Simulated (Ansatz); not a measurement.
**A cut through the energy surface**

CH5BS (SMILES CBS), closed shell, at its PBE0-D4/def2-TZVP minimum:

```tsv
atom	x (Å)	y (Å)	z (Å)
C1	-0.6327	0.8479	-0.2658
B2	0.3426	-0.3618	-0.1543
S3	0.5981	-1.1480	1.4245
H4	-1.4139	0.6227	-1.0011
H5	-0.0968	1.7144	-0.6703
H6	-1.1133	1.1446	0.6683
H7	0.9323	-0.7852	-1.1038
H8	1.4758	-2.0917	1.0468
```

The bond length C1–B2 (1.558 Å at the minimum) is set to the values below, the two halves moving rigidly along the bond. Each method's energies count from its own value at the PBE0-D4 minimum structure. Program: Ansatz 0.2.0. Basis: def2-TZVPP. Cores are frozen in the correlated methods.

CCSD(T) energies along the scan:
```json
{"bond length (Å)": "1.402", "CCSD(T) (eV)": "0.454"}
{"bond length (Å)": "1.433", "CCSD(T) (eV)": "0.285"}
{"bond length (Å)": "1.479", "CCSD(T) (eV)": "0.114"}
{"bond length (Å)": "1.533", "CCSD(T) (eV)": "0.015"}
{"bond length (Å)": "1.592", "CCSD(T) (eV)": "0.005"}
{"bond length (Å)": "1.656", "CCSD(T) (eV)": "0.079"}
{"bond length (Å)": "1.724", "CCSD(T) (eV)": "0.231"}
{"bond length (Å)": "1.795", "CCSD(T) (eV)": "0.443"}
{"bond length (Å)": "1.870", "CCSD(T) (eV)": "0.707"}
```
They count from the CCSD(T) energy at the PBE0-D4 minimum.

Minimum and curvature along this coordinate at CCSD(T): A fifth-order fit through the nearest points gives 1.569 Å, with a curvature of about 25 eV/Å².

Treat the two halves as rigid bodies and work out the harmonic wavenumber of this stretch from that curvature (ν̃ = 521.5 √(k/μ) cm⁻¹ with k in eV/Å² and μ in u).

The halves weigh 15.04 and 44.89 u, so μ = 15.04 × 44.89/59.93 = 11.266 u and ν̃ = 521.5 √(25/11.266) ≈ 780 cm⁻¹. A true normal mode mixes in other motions, so this is a guide only.

Largest difference from the CCSD(T) curve over the scan: PBE-D4 0.040; r2SCAN-D4 0.059; PBE0-D4 0.060; HF 0.036 eV. Each curve counts from its own value at the minimum.

The T1 diagnostic stays at or below 0.014.

For scale, one of the runs: CCSD(T)/def2-TZVPP, 174 basis functions (an equivalent command: `ansatz run in.yaml --threads 2`). The run took 19 s on 2 CPU threads (shared host), with 1.5 GiB of host memory at its peak.
